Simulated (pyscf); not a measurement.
**Four-centre exchange: `[F][Mo]([F])([F])([F])([F])[F]` + `[OH][SiH3]` → `[FH]` + `[F][Mo]([F])([F])([F])([F])[O][SiH3]`**

Gas phase, singlet surface, charge 0. Bonds broken: F1–Mo2, O8–H10. Bonds formed: F1–H10, Mo2–O8. Single points on ωB97X-D3(BJ)/def2-SVP structures (PySCF, gas phase).

Transition state (Å):

```xyz
13

F      0.7499    -1.4690    -0.2644
Mo    -1.0900    -0.3344    -0.3946
F     -1.2982    -1.8560    -1.3832
F     -2.8640    -0.2635    -0.8215
F     -1.4529    -1.2059     1.1552
F     -1.6475     1.3747     0.1283
F     -0.3255     0.3989    -1.8708
O      0.4392     0.4577     0.6370
Si     0.6358     1.9993     1.3598
H      1.0279    -0.5713     0.3265
H      0.5397     3.0469     0.3172
H     -0.3693     2.1665     2.4343
H      2.0091     1.9386     1.9238
```

One imaginary mode, 588i cm⁻¹; descent along it reached the two sides named, in the forms told below.

| bond | change | reactant side (Å) | saddle | product side |
|---|---|---|---|---|
| F1–Mo2 | breaks | 1.858 | 2.166 | 4.0 |
| O8–H10 | breaks | 0.967 | 1.225 | 2.145 |
| F1–H10 | forms | 2.169 | 1.110 | 0.925 |
| Mo2–O8 | forms | 2.230 | 2.007 | 1.806 |

Electronic energies relative to the separated reactants (eV):

```csv
level,barrier,reaction energy,reverse barrier
ωB97X-D3(BJ)/def2-TZVP,0.60,-0.23,0.82
PBE/def2-TZVP,0.63,-0.06,0.69
r²SCAN/def2-TZVP,0.47,-0.09,0.56
B3LYP-D3(BJ)/def2-TZVP,0.59,-0.26,0.84
PBE0-D3(BJ)/def2-TZVP,0.53,-0.22,0.75
M06-2X/def2-TZVP,0.35,-0.32,0.67
ωB97M-D3(BJ)/def2-TZVP,0.64,-0.16,0.79
HF/def2-TZVP,1.27,-0.30,1.57
```

With ωB97M-D3(BJ)/def2-TZVP energies and thermal terms (ideal gas, 1 atm, RRHO with modes under 100 cm⁻¹ raised to 100, one conformer, R ln 2 for chiral ones without a mode under 150 cm⁻¹), in eV:

```tsv
T (K)	ΔH‡	ΔG‡	ΔH	ΔG
298	0.59	1.11	-0.16	-0.15
600	0.60	1.64	-0.13	-0.15
900	0.63	2.16	-0.11	-0.16
1200	0.66	2.67	-0.10	-0.18
```

On the reactant side the descent ends in an adduct with a Mo–O contact, 0.09 eV under the separated species and 0.68 eV under the saddle at ωB97X-D3(BJ)/def2-TZVP. What is counted as formed (Mo–O) is already present as a longer contact in the reactant adduct; forming that adduct is a step of its own. One saddle was located; it need not be the lowest between these sides. Elements past Kr carry the def2 core potentials, without spin-orbit coupling.
